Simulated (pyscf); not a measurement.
`[SiH4]` + `[F][Si][F]` [singlet] -> `[F][SiH]([F])[SiH3]`, an insertion (singlet surface; H–Si broken, Si–Si, H–Si formed). Optimised with ωB97X-D3(BJ)/def2-SVP in PySCF. Correlated levels are frozen-core, on RHF or UHF. ΔMP2 is the change of the MP2 total energy from the triple- to the quadruple-zeta basis. Energies in eV from the separated reactants.

Small-basis levels: PySCF, no dispersion term, spherical d functions. AM1 to PM7: differences of heats of formation from MOPAC, which are fitted to 298 K values and so differ in kind from electronic energies by zero-point and thermal terms. GFN2-xTB: tblite. Cost: rough CPU time at the saddle relative to B3LYP/6-31G*, from one job on a shared machine.

| level | barrier | reaction energy | cost |
|---|---|---|---|
| HF/6-31G* | 1.89 | -1.32 | 0.10 |
| MP2/6-31G* | 1.60 | -1.31 | 0.1 |
| BP86/6-31G* | 1.14 | -1.26 | 2 |
| PBE/6-31G* | 1.01 | -1.37 | 2 |
| B3LYP/3-21G | 1.80 | -1.11 | 0.7 |
| B3LYP/LANL2DZ | 2.01 | -0.91 | 0.6 |
| B3LYP/6-31G* | 1.37 | -1.24 | 1 |
| B3LYP/6-311+G** | 1.45 | -1.06 | 2 |
| PBE/def2-SVP | 0.99 | -1.29 | 2 |
| GFN2-xTB | 1.04 | -1.36 | under 0.02 |
| PM3 | 0.09 | -1.08 | under 0.02 |
| PM6 | -0.37 | -2.11 | under 0.02 |
| CCSD(T)/def2-TZVPP + ΔMP2(QZVPP) | 1.20 | -1.31 | – |

Against the last row the barrier runs from -1.57 (PM6) to +0.80 eV (B3LYP/LANL2DZ); BP86/6-31G* happens to lie closest here (0.07 eV apart). At PM6 this geometry lies under one side, so the entry may be no barrier of that level: it is a single point on another level's saddle. CCSD(T)/def2-TZVPP + ΔMP2(QZVPP) has limits of its own. One saddle was located; it need not be the lowest between these sides. The CCSD(T) − MP2 part came from Ansatz, without density fitting, on the same reference.
